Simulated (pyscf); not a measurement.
One addition across a multiple bond or ene-type step on the singlet surface with elements of a group swapped. ωB97M-D3(BJ)/def2-TZVP, kcal/mol, from the separated reactants. Structures and frequencies: ωB97X-D3(BJ)/def2-SVP in PySCF.

| step | barrier | reaction energy | imaginary mode (i cm⁻¹) |
|---|---|---|---|
| `[O]=[W](=[O])([OH])[OH]` + `[H][H]` -> `[O]=[WH]([OH])([OH])[OH]` | 35.9 | +4.4 | 1605 |
| `[O]=[Mo](=[O])([OH])[OH]` + `[H][H]` -> `[O]=[MoH]([OH])([OH])[OH]` | ___ | ___ | 1648 |

Task: Complete the blanks.

Result: 
- `[O]=[Mo](=[O])([OH])[OH]` + `[H][H]` -> `[O]=[MoH]([OH])([OH])[OH]`, barrier: 41.2
- `[O]=[Mo](=[O])([OH])[OH]` + `[H][H]` -> `[O]=[MoH]([OH])([OH])[OH]`, reaction energy: +10.5

Row 2: On the product side the descent ends in a point that may be a rotor saddle (no frequency run), 4.6 kcal/mol over the lowest minimum found and 25.7 kcal/mol under the saddle at ωB97X-D3(BJ)/def2-TZVP. Each row is the saddle that its search found. Elements past Kr carry the def2 core potentials, without spin-orbit coupling.
